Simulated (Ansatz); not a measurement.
AlBClH₃, SMILES `[AlH2][BH]Cl`, relaxed with RKS PBE-D4/def2-SVP in the Gaussian-basis code of Ansatz from a rough embedded geometry. The force threshold is 0.03 eV/Å; the program also tests the step.

Total charge 0; spin multiplicity 1.

Start:

```xyz
6

Al    0.239   -0.658   -0.675
B    -0.340    0.575    0.796
Cl    0.282    2.298    0.780
H     1.168   -0.180   -1.834
H    -0.270   -2.221   -0.715
H    -1.080    0.186    1.649
```

```csv
step,energy (eV),largest force (eV/Å),largest move (Å)
1,-19827.1733,1.855,0.000
2,-19827.4217,0.830,0.167
3,-19827.4501,0.206,0.050
4,-19827.4520,0.021,0.026
5,-19827.4522,0.024,0.011
6,-19827.4523,0.011,0.003
7,-19827.4525,0.016,0.015
8 (rejected),-19827.4497,0.383,0.198
9,-19827.4543,0.097,0.096
10,-19827.4557,0.276,0.097
11,-19827.4616,0.317,0.059
12,-19827.4693,0.653,0.196
13,-19827.4767,0.784,0.195
14,-19827.5007,0.457,0.193
15,-19827.5264,0.234,0.124
16,-19827.5314,0.515,0.200
17,-19827.5409,0.167,0.057
18,-19827.5467,0.071,0.067
19,-19827.5470,0.008,0.008
```

End:

```xyz
6

Al    0.213   -0.701   -0.760
B    -0.461    0.647    0.744
Cl    0.800    1.612    1.530
H     0.357   -0.229   -2.290
H     0.677   -2.193   -0.383
H    -1.586    0.864    1.159
```

Run time 19 s (2 threads of an Arm Neoverse V1 on a shared host); peak host memory 0.13 GiB.
